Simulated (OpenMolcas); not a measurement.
# BPH4 (SMILES BP): methods side by side

The species is BPH4 (6 atoms), meant as a singlet with charge 0. As SMILES, `BP`. The coordinates come from a GFN2-xTB relaxation.

```xyz
6

B     0.0027   -0.8680    0.1189
P     0.3787    0.9288    0.2596
H    -0.7775   -1.3512    0.8429
H     0.6592   -1.5409   -0.5759
H     0.5991    1.3191   -1.0437
H    -0.8623    1.5122    0.3982
```

Each level gives the energy change with the B1–H3 bond stretched from 1.169 to 1.461 Å (eV). The values are calculated.

```
                      level                   kind     program  value (eV)  less FCI/STO-3G  CPU time (all runs)
     HF/STO-3G (restricted)           Hartree–Fock  OpenMolcas        1.12            +0.32                3.4 s
  SVWN5/STO-3G (restricted)                    LDA  OpenMolcas        0.86            +0.06                8.5 s
    PBE/STO-3G (restricted)                    GGA  OpenMolcas        0.82            +0.02                9.9 s
 M06-2X/STO-3G (restricted)        hybrid meta-GGA  OpenMolcas        0.97            +0.17                 12 s
   PBE0/STO-3G (restricted)          global hybrid  OpenMolcas        0.92            +0.12                8.9 s
 B2PLYP/STO-3G (restricted)          double hybrid  OpenMolcas        0.92            +0.12                  9 s
    MP2/STO-3G (restricted)    perturbation theory  OpenMolcas        0.93            +0.13                3.6 s
CCSD(T)/STO-3G (restricted)  coupled cluster or CI  OpenMolcas        0.81            +0.01                4.7 s
                 FCI/STO-3G     exact in the basis  OpenMolcas        0.80             0.00                2 min
```

FCI/STO-3G is exact within its basis and frozen core, so for wave-function methods in that basis the difference is their error; functionals converge differently with the basis, so for them it is only a difference. The first shape isn't each level's own minimum. The values span 0.80 to 1.12 eV. All rows use very small basis sets, so even the best lies far from the true value. CPU times are rough (shared hosts, several kinds of processor): they show what a rung costs within a factor of a few.
